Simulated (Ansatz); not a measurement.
## Worked example: HSi–BH⁺, triplet against HSi–BH, quartet

Geometry (PBE0/def2-TZVP stationary point of a quartet), kept for both states (HSi–BH, quartet: A''; HSi–BH⁺, triplet: A''):

```xyz
4

Si    0.0000   -0.0471    0.5518
B     0.0000   -0.0605   -1.3633
H     0.0000    1.1711    1.4474
H     0.0000    0.7893   -2.2001
```

Basis cc-pVTZ; Ansatz 0.2.0. Only valence electrons are correlated (noble-gas cores frozen). R marks a restricted (for open shells ROHF) determinant, U an unrestricted one.

Full CI isn't at hand for all of this; UCCSDT(Q) serves as the reference, and is uncertain by about the last step of the cluster series.

```
    level  E(HSi–BH, quartet) (hartree)  E(HSi–BH⁺, triplet) (hartree)
      UHF                   -314.658396                    -314.374364
     UMP2                   -314.814071                    -314.516594
 UCCSD(T)                   -314.854389                    -314.556732
      PBE                   -315.184250                    -314.887122
    B3LYP                   -315.402592                    -315.104710
UCCSDT(Q)                   -314.856295                    -314.558954
```

Q: Give the vertical gap, HSi–BH⁺ triplet less HSi–BH quartet, at each level in eV (1 hartree = 27.2114 eV), and each error against UCCSDT(Q).

A: UCCSDT(Q): (-314.558954 − (-314.856295)) × 27.2114 = 8.091 eV (the reference)
B3LYP: (-315.104710 − (-315.402592)) × 27.2114 = 8.106 eV, error 0.015 eV
PBE: (-314.887122 − (-315.184250)) × 27.2114 = 8.085 eV, error -0.006 eV
UCCSD(T): (-314.556732 − (-314.854389)) × 27.2114 = 8.100 eV, error 0.009 eV
UMP2: (-314.516594 − (-314.814071)) × 27.2114 = 8.095 eV, error 0.004 eV
UHF: (-314.374364 − (-314.658396)) × 27.2114 = 7.729 eV, error -0.362 eV

Total energies of functionals can't be set beside those of wave-function methods, since they hold the core's correlation and their own absolute errors; only the differences compare.

The reference still carries a basis error, for a change of charge of the order of 0.1 eV, so smaller errors of functionals can't be ranked.

Each level lands on the state that its own search finds. T1 diagnostics of restricted CCSD: 0.029 and 0.050.
